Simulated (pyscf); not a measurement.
Thermochemistry of product channels of `[Br][SiH2][Br]` + `[OH2]` on the singlet surface, in kJ/mol, from ωB97M-D3(BJ)/def2-TZVP energies (ideal gas, 1 atm, RRHO with modes under 100 cm⁻¹ raised to 100, one conformer, R ln 2 for chiral ones without a mode under 150 cm⁻¹). Structures and frequencies: ωB97X-D3(BJ)/def2-SVP in PySCF.

```tsv
products	ΔE	ΔH(298 K)	ΔG(298 K)	ΔG(600 K)
`[OH][SiH]([Br])[Br]` + `[H][H]`	-90.6	-102.5	-95.3	-89.9
`[BrH]` + `[OH][SiH2][Br]`	-13.9	-21.0	-22.9	-25.1
```

These are energies of the channels, which say nothing of barriers. Elements up to Kr have no core potential and no relativistic terms here.
